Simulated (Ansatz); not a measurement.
**AlS (doublet): from Hartree-Fock to the top rungs at distance Al1–S2 = 2.032 Å, 6-31G**

Aim: climb from Hartree-Fock through coupled cluster and multireference methods for AlS (doublet) at one geometry and basis, and see what each rung misses.

Method: 6-31G, core rule «outside noble gas», up to 10 orbitals frozen; program: Ansatz 0.2.0, Gaussian basis.

Plan: UHF; CCSD(T) on ROHF; CCSD(T) on UHF; BCCD(T) on ROHF; CISD; CCSDT(Q) on ROHF; CCSDT(Q) on UHF; CISDTQ; CCSDTQ on ROHF; CCSDTQ on UHF; CASSCF and MRCISD+Q, 3 electrons in 3 orbitals; CASSCF and NEVPT2, 3 electrons in 3 orbitals; CASSCF and MRCISD+Q, 9 electrons in 8 orbitals; CASSCF and NEVPT2, 9 electrons in 8 orbitals; Full CI.

28 further runs of the same task are left out: 2 for a known fault of the program, 25 that didn't finish, 1 set aside as unsound or not needed.

## Step 1: The geometry

The geometry derives from a PBE0/def2-TZVP stationary point (not a proven minimum). One bond is set to the value named and the two fragments are kept rigid.

2 atoms, charge 0, spin multiplicity 2.

Atoms are counted from 1 here; the program's logs count them from 0.

Bond lengths: Al1–S2 2.032 Å.

## Step 2: UHF

File in.yaml:

```yaml
crystal:
  periodic: [false, false, false]
  atoms:
    - {symbol: Al, position_ang: [0.000000, 0.000000, 0.000000]}
    - {symbol: S, position_ang: [0.000000, 0.000000, 2.031600]}
basis:
  gaussian: {orbitals: 6-31G}
magnetization: {spin_polarized: true, initial_magnetization: 1}
hamiltonian: {xc: hf}
output: {orbitals: {seedname: orbitals}}
```

On the command line:

```bash
$ ansatz run in.yaml --threads 1 --pin off --events-out ev --progress --plain --max-ram 2393MiB
```

Further steps of the session: CCSD(T) on ROHF; CCSD(T) on UHF; BCCD(T) on ROHF; CISD; CCSDT(Q) on ROHF; CCSDT(Q) on UHF; CISDTQ; CCSDTQ on ROHF; CCSDTQ on UHF; CASSCF and MRCISD+Q, 3 electrons in 3 orbitals; CASSCF and NEVPT2, 3 electrons in 3 orbitals; CASSCF and MRCISD+Q, 9 electrons in 8 orbitals; CASSCF and NEVPT2, 9 electrons in 8 orbitals; Full CI.

Before running them: what should the planned runs give, taken together? Wanted: FCI below the RHF energy; RMP2 from FCI; UMP2 from FCI; RCCSD from FCI; RCCSD(T) from FCI; UCCSD(T) from FCI; RCCSDT(Q) from FCI; UCCSDT(Q) from FCI; NEVPT2 pair from FCI.

The runs gave:

| quantity | value |
| --- | --- |
| FCI below the RHF energy | -2.7925 eV |
| RMP2 from FCI | +477.0 meV |
| UMP2 from FCI | +501.0 meV |
| RCCSD from FCI | +170.6 meV |
| RCCSD(T) from FCI | +27.8 meV |
| UCCSD(T) from FCI | +32.1 meV |
| RCCSDT(Q) from FCI | +7.2 meV |
| UCCSDT(Q) from FCI | -5.6 meV |
| NEVPT2 pair from FCI | +488.6 meV |
| MRCISD+Q pair from FCI | +64.8 meV |
| NEVPT2 valence from FCI | +259.6 meV |
| levels within 1 kcal/mol (43 meV) | RCCSD(T), UCCSD(T), BCCD(T), RCCSDT, UCCSDT, CISDTQ, RCCSDT(Q), UCCSDT(Q), RCCSDTQ, UCCSDTQ, MRCISD valence, MRCISD+Q valence |
| T1 diagnostic | 0.045 |
| effectively unpaired electrons | 1.08 |

RCCSD(T) misses by +27.8 meV, 1.0 % of the correlation energy. UCCSDT, UCCSDT(Q), RCCSDTQ, UCCSDTQ fall below full CI: unrestricted runs freeze a spin-polarised core, another one than full CI's, and coupled cluster isn't variational. The occupations are near whole numbers, but T1 = 0.045 shows that the orbitals relax strongly. Of the multireference levels listed MRCISD+Q valence comes nearest in total energy (+12.8 meV), which doesn't show that its space is the better one. These misses are within one basis, not against nature; the frozen cores of restricted and unrestricted runs differ, which can shift their rows.
